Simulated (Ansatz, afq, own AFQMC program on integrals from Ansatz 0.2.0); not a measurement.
**C⁻, quartet in aug-cc-pVDZ, levels against full CI**

A free C anion.

Basis aug-cc-pVDZ. Noble-gas cores (and the filled d shells of Ga–Kr and In–Xe) are frozen. AFQMC by an in-house program on the Cholesky factors that Ansatz 0.2.0 writes for its CCSD(T) run. ph-AFQMC/CISD is guided by a CISD state made of CCSD amplitudes; releasing the constraint for a short imaginary time cuts its bias at the price of noise, slowly where states lie close. Free projection: walkers drawn from exp(T), propagated without any constraint. Its projection time is finite, and what remains of the start isn't in its error. Error bars are statistical, one sigma.

Determinant: UHF, the one that the program's search chose, which needn't be the lowest solution.

Full CI is exact in this basis; its frozen core comes from its own orbitals, which moves totals by up to a few meV.

Cautions: the released energies are still falling, so no released level is given (meV from the phaseless value at times in 1/Eh: -3 ± 5 at 0.24, -3 ± 4 at 0.50, -4 ± 5 at 1.00, -11 ± 4 at 1.50), though the last usable value meets full CI within the noise; full CI with its own frozen core.

The T1 diagnostic is 0.0222, the weight of the determinant in the CISD state is 0.933 and the ⟨S²⟩ of the determinant is 3.757. The size of the correlated space is 5 electrons in 22 orbitals.

| level | correlation energy (eV) |
| --- | --- |
| MP2 | -2.1808 |
| CCSD | -2.6920 |
| CCSD(T) | -2.7735 |

(1) Estimate where phaseless AFQMC with the Hartree–Fock trial lies against CCSD(T) on the same integrals.

(1) 21.2 ± 26.6 meV above CCSD(T). The gap is under twice the noise, so this walk alone can't tell the two apart.

Reference: full CI, correlation energy -2.797 eV. CCSDTQ lies 1.7 meV below full CI, in part by the other frozen core, which shifts every row alike, so rows that close can't be ranked against it.

```
        level  E − E(reference) (meV)  share of correlation (%)
      CCSD(T)                    23.5                     99.16
        CCSDT                     3.5                     99.87
     CCSDT(Q)                    -1.5                    100.05
       CCSDTQ                    -1.7                    100.06
  ph-AFQMC/HF             44.8 ± 26.6                     98.40
ph-AFQMC/CISD              14.1 ± 5.6                     99.50
   free AFQMC               8.5 ± 4.5                     99.70
```

CCSDT and higher add their correlation energy to the determinant of the CCSD(T) run, since their own runs factorise the integrals more tightly (a shift of under 2 meV). Free projections are given only where their last times agree within the noise and don't stop above the reference; a slow remainder of the start can still hide under it. A walk keeps the symmetry of its determinant, which the program's search chose and which needn't be the lowest solution, so a lower state of the same spin and another symmetry isn't excluded.
